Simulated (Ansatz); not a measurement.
`C/C=C(\F)CS`, relaxed with RKS PBE-D4/def2-SVP in Ansatz 0.2.0 from a rough embedded geometry. The force threshold is 0.03 eV/Å; the program also tests the step.

Total charge 0; spin multiplicity 1.

Start:

```xyz
13

C     1.270    1.692   -0.095
C     0.846    0.337   -0.268
C    -0.414   -0.044   -0.106
F    -1.331    0.770    0.225
C    -0.874   -1.484   -0.341
S    -1.344   -2.238    1.265
H     0.496    2.382    0.225
H     2.096    1.737    0.709
H     1.737    2.106   -0.951
H     1.602   -0.393   -0.535
H    -0.111   -2.102   -0.760
H    -1.743   -1.515   -0.982
H    -2.230   -1.248    1.613
```

(1) How much energy does the relaxation release, and in how many steps? (An estimate is asked.)

(2) Which bonds change most? (Estimate.)

(3) Give the relaxed structure. (Estimate.)

## Answers

(1) Computed: 46.77 kJ/mol, in 5 steps.

(2) The calculation gave: C3–F4 from 1.269 to 1.362 Å; C1–C2 from 1.431 to 1.497 Å; C1–H9 from 1.058 to 1.111 Å; C1–H8 from 1.154 to 1.112 Å.

(3) Computed: 
```xyz
13

C     1.336    1.753   -0.082
C     0.883    0.343   -0.296
C    -0.374   -0.102   -0.107
F    -1.347    0.755    0.310
C    -0.891   -1.486   -0.291
S    -1.431   -2.279    1.291
H     0.500    2.400    0.241
H     2.132    1.804    0.692
H     1.772    2.183   -1.009
H     1.620   -0.405   -0.628
H    -0.096   -2.140   -0.696
H    -1.741   -1.495   -1.004
H    -2.364   -1.330    1.580
```
